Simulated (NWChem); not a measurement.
**Basis-set dependence for H4Si**

```
Si
H 1 1.4927
H 1 1.4927 2 109.47
H 1 1.4927 2 109.47 3 -120.00
H 1 1.4927 2 109.47 3 120.00
```
Charge 0, spin multiplicity 1.

Everything below was run with NWChem. All single points use one geometry, from PBE0/def2-SVP, a minimum by its harmonic frequencies.

Hartree-Fock energies in Ha, correlation energies in mHa.

The correlated methods keep 5 core orbitals frozen. The structure started from a generated list of species. Coupled-cluster values serve here as a point of comparison, not as the truth.

| basis | functions | RHF | MP2 | SCS-MP2 | CCSD | CCSD+T(CCSD) | CCSD(T) | CR-CCSD[T] | CR-CCSD(T) | CCSDT | RI-MP2 |
|---|---|---|---|---|---|---|---|---|---|---|---|
| 3-21G | 21 | -289.68693 | -63.4 | -72.1 | -86.8 | -87.8 | -87.7 | -87.7 | -87.7 | -88.1 | not run |
| cc-pVDZ | 38 | -291.24285 | -116.4 | -129.3 | -147.5 | -150.0 | -149.9 | -149.7 | -149.7 | -150.5 | -116.3 |
| cc-pVTZ | 90 | -291.26027 | -143.2 | -159.3 | -173.1 | -177.0 | -176.9 | -176.6 | -176.5 | not run | -143.1 |

From cc-pVDZ to cc-pVTZ the Hartree-Fock energy moves by -17.4 mHa and the MP2 correlation energy by -26.8 mHa, which is 19 % of its value in the larger set.
